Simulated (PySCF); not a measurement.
## Carbon: a sound run and one with changed settings

Sound run: C [He] 2s2 2p2, C⁺ [He] 2s2 2p1. Calculation: PySCF 2.14, in cc-pVDZ-DK; scalar relativity by spin-free X2C-1e. The sound run starts from symmetry-adapted Hartree-Fock orbitals and uses a fine grid where one is needed.

A second run was set up differently.

```csv
species,method,sound run (hartree),changed run (hartree),converged
C,UHF,-37.70147,-37.70147,yes
C,B3LYP,-37.86734,-37.86725,yes
C,MN15,-37.82351,-37.82204,yes
C⁺,UHF,-37.30463,-37.30463,yes
C⁺,B3LYP,-37.44415,-37.44390,yes
C⁺,MN15,-37.40786,-37.40538,yes
```

Ionisation energy of C:

```
method  sound run (eV)  changed run (eV)
   UHF          10.799            10.799
 B3LYP          11.516            11.520
  MN15          11.310            11.338
```

Problem. What was changed?
A. angular grid far too coarse
B. level shift left on
C. all electrons correlated in a valence basis
D. minimal basis

Solution. A. It used 26 angular points. A coarse angular grid integrates products of high-l functions wrongly, so density functionals can shift, and the SCF can exploit the error; Hartree-Fock and MP2 need no grid.
